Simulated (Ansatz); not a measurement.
```yaml
crystal:
  periodic: [false, false, false]
  atoms:
    - {symbol: C, position_ang: [-1.215728, 0.630732, -0.034138]}
    - {symbol: C, position_ang: [0.189992, 0.332735, -0.294805]}
    - {symbol: C, position_ang: [0.909143, -0.179296, 1.160893]}
    - {symbol: C, position_ang: [0.215623, -0.876770, -1.323642]}
    - {symbol: F, position_ang: [0.967012, 1.316638, -0.780492]}
    - {symbol: H, position_ang: [-1.405819, 1.407317, 0.805608]}
    - {symbol: H, position_ang: [-1.746086, 0.755521, -0.593396]}
    - {symbol: H, position_ang: [-1.857442, 0.012023, 0.535288]}
    - {symbol: H, position_ang: [0.803864, 0.757013, 1.713538]}
    - {symbol: H, position_ang: [1.886494, -0.243632, 1.130225]}
    - {symbol: H, position_ang: [0.492856, -0.938236, 1.754676]}
    - {symbol: H, position_ang: [-0.172262, -1.797201, -0.712717]}
    - {symbol: H, position_ang: [1.349417, -1.063787, -1.308582]}
    - {symbol: H, position_ang: [-0.105313, -0.308047, -2.021686]}
basis:
  gaussian: {orbitals: "6-31++G**"}
hamiltonian: {xc: {name: B97M-V}}
scf: {lower_state_search: off}
relax: {f_tol: 0.001, max_steps: 1}
```

```sh
$ ansatz run in.yaml --threads 4 --pin off --events-out ev --progress --plain --max-ram 10444MiB
```

It prints (some lines left out):

```
Functional definition: B97M-V
1492 factors; their error is unknown
mean field evaluation 1: about -6989.3128 eV, gradient 8.3e1 eV
mean field evaluation 2: about -6977.8459 eV, gradient 1.0e2 eV
mean field evaluation 4: about -7005.5824 eV, gradient 8.0e0 eV
mean field evaluation 8: about -7005.7041 eV, gradient 1.9e-1 eV
mean field evaluation 16: about -7005.6090 eV, gradient 8.1e-4 eV
mean field -7005.60902033 eV, -257.4513829247 hartree, gradient 3.6e-6 eV, S^2 0.000000; 0 other end points of the search recorded, 0 dependent functions left out
reference -7005.60914514 eV, -257.4513875114 hartree; 21, 21 occupied and 128, 128 virtual orbitals, 1492 factors
relax step   1: F+E_penalty+E_count = -7005.60902033 eV  Δ(F+E_penalty+E_count) = +0.000e0 eV  max|allowed force component| = 2.242e1 eV/Å  Δτ_max = 0.0000 Å  (20 SCF iters, accepted)
Error: geometry relaxation did not converge after 1 steps: max|allowed force component| = 2.24e1 eV/Å (threshold 1.0e-3). Raise `relax.max_steps` over both its present limit and 1, loosen `relax.f_tol`, or start from a geometry closer to equilibrium. Where this run's directory can be resumed (`checkpoint.write`), a resume goes on for up to `relax.max_steps` more
```

Q: What is wrong with this run?

A: The relaxation is allowed too few steps for its threshold. No converged result was reached.
